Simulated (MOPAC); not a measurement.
MOPAC input (PM6):

```
PM6 PRECISE GNORM=0.05 LET XYZ GEO-OK AUX(PRECISION=9) THREADS=1
C2H5NO

O     0.40729498 1    1.27979630 1    0.29460394 1
C     0.08163148 1    0.13868104 1    0.03256419 1
N     0.99861611 1   -0.84680311 1   -0.18123877 1
C    -1.37105389 1   -0.27916763 1   -0.07797619 1
H     0.73494507 1   -1.78997243 1   -0.39805759 1
H    -1.84573602 1    0.32224419 1   -0.85323023 1
H    -1.50787858 1   -1.33524955 1   -0.31016180 1
H    -1.86875914 1   -0.05203685 1    0.86465332 1
H     1.97529047 1   -0.61281436 1   -0.11889194 1
```

From the last part of the output:

```
                                                       MOPAC v23.2.5 Linux

          FINAL HEAT OF FORMATION =        -54.88758 KCAL/MOL =    -229.64965 KJ/MOL

          COSMO AREA              =         95.91 SQUARE ANGSTROMS
          COSMO VOLUME            =         78.16 CUBIC ANGSTROMS

          GRADIENT NORM           =          0.01991          =       0.00664 PER ATOM
          IONIZATION POTENTIAL    =         10.481020 EV
          HOMO LUMO ENERGIES (EV) =        -10.481  1.155
          NO. OF FILLED LEVELS    =         12
          MOLECULAR WEIGHT        =         59.0676         POINT GROUP:  Cs

          MOLECULAR DIMENSIONS (Angstroms)

            Atom       Atom       Distance
            H     9    H     8     4.06484
            O     1    H     5     3.03171
            H     6    H     9     1.71536

          SCF CALCULATIONS        =         26

   ATOM   CHEMICAL          X               Y               Z
  NUMBER   SYMBOL      (ANGSTROMS)     (ANGSTROMS)     (ANGSTROMS)

     1       O          0.41691498  *   1.28022677  *   0.29492873  *
     2       C          0.05696340  *   0.14543549  *   0.03369484  *
     3       N          1.02041058  *  -0.84407119  *  -0.18060052  *
     4       C         -1.37745119  *  -0.28065479  *  -0.07842471  *
     5       H          0.80124130  *  -1.79615603  *  -0.39906228  *
     6       H         -1.88473144  *   0.31056373  *  -0.85803165  *
     7       H         -1.53225245  *  -1.33866311  *  -0.31059509  *
     8       H         -1.90783521  *  -0.06392767  *   0.86310585  *
     9       H          1.99910494  *  -0.60972834  *  -0.11713317  *

                             CARTESIAN COORDINATES

   1    O        0.416914984     1.280226766     0.294928734
   2    C        0.056963404     0.145435494     0.033694837
   3    N        1.020410578    -0.844071187    -0.180600520
   4    C       -1.377451194    -0.280654786    -0.078424713
   5    H        0.801241299    -1.796156033    -0.399062279
   6    H       -1.884731443     0.310563731    -0.858031652
   7    H       -1.532252455    -1.338663113    -0.310595089
   8    H       -1.907835207    -0.063927669     0.863105849
   9    H        1.999104942    -0.609728338    -0.117133172

           Empirical Formula: C2 H5 N O  =     9 atoms

      MOLECULAR POINT GROUP   :   Cs

                  EIGENVALUES
 -32.82756 -30.51002 -26.58981 -21.11232 -18.12314 -16.89876 -15.82391 -14.21980
 -14.02679 -13.39257 -10.68582 -10.48102   1.15545   2.10225   3.34680   4.46782
   5.01425   5.09802   5.72930   6.03387   6.66580

              NET ATOMIC CHARGES AND DIPOLE CONTRIBUTIONS

  ATOM NO.   TYPE          CHARGE      No. of ELECS.   s-Pop       p-Pop
    1          O          -0.547049        6.5470     1.85476     4.69229
    2          C           0.653439        3.3466     1.06069     2.28587
    3          N          -0.613860        5.6139     1.48418     4.12968
    4          C          -0.612658        4.6127     1.10009     3.51257
    5          H           0.263553        0.7364     0.73645
    6          H           0.201030        0.7990     0.79897
    7          H           0.179246        0.8208     0.82075
    8          H           0.201162        0.7988     0.79884
    9          H           0.275137        0.7249     0.72486
 DIPOLE           X         Y         Z       TOTAL
 POINT-CHG.    -1.198    -3.587    -0.828     3.871
 HYBRID         0.266    -0.261    -0.057     0.377
 SUM           -0.932    -3.847    -0.885     4.057

          ATOMIC ORBITAL ELECTRON POPULATIONS

     Atom    s        px        py        pz
    1  O   1.85476   1.80180   1.33876   1.55174
    2  C   1.06069   0.81989   0.77500   0.69099
    3  N   1.48418   1.18508   1.19836   1.74624
    4  C   1.10009   1.09446   1.19530   1.22281
    5  H   0.73645
    6  H   0.79897
    7  H   0.82075
    8  H   0.79884
    9  H   0.72486

 **********************
 *                    *
 * JOB ENDED NORMALLY *
 *                    *
 **********************

 == MOPAC DONE ==
```
